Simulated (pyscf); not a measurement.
`[NH2][SiH]([Cl])[Cl]` + `[FH]` → `[NH2][SiH]([Cl])[Cl]` + `[FH]` (four-centre exchange; singlet surface; H–N, F–H broken, H–N, F–H formed). Optimised with ωB97X-D3(BJ)/def2-SVP in PySCF. Energies in kJ/mol from the separated reactants.

```tsv
level	barrier	reaction energy
ωB97X-D3(BJ)/def2-TZVP	…	0.0
PBE/def2-TZVP	100.7	0.0
r²SCAN/def2-TZVP	…	0.0
M06-2X/def2-TZVP	138.4	0.0
ωB97M-D3(BJ)/def2-TZVP	131.2	0.0
HF/def2-TZVP	208.0	0.0
```

### Question
Fill in the missing entries.

### Answer

- ωB97X-D3(BJ)/def2-TZVP, barrier: 132.0
- r²SCAN/def2-TZVP, barrier: 115.1

The functionals in the table span 37.7 kJ/mol in this barrier, from PBE to M06-2X. On the reactant side the descent ends in a bound adduct, 34.3 kJ/mol under the separated species and 166.2 kJ/mol under the saddle at ωB97X-D3(BJ)/def2-TZVP. On the product side the descent ends in a bound adduct, 34.3 kJ/mol under the separated species and 166.2 kJ/mol under the saddle at ωB97X-D3(BJ)/def2-TZVP. The same reactants have a lower exit, to NH₃ + F–SiH(Cl)–Cl (barrier +27.9 kJ/mol at ωB97M-D3(BJ), against +131.2 kJ/mol here). One saddle was located; it need not be the lowest between these sides.
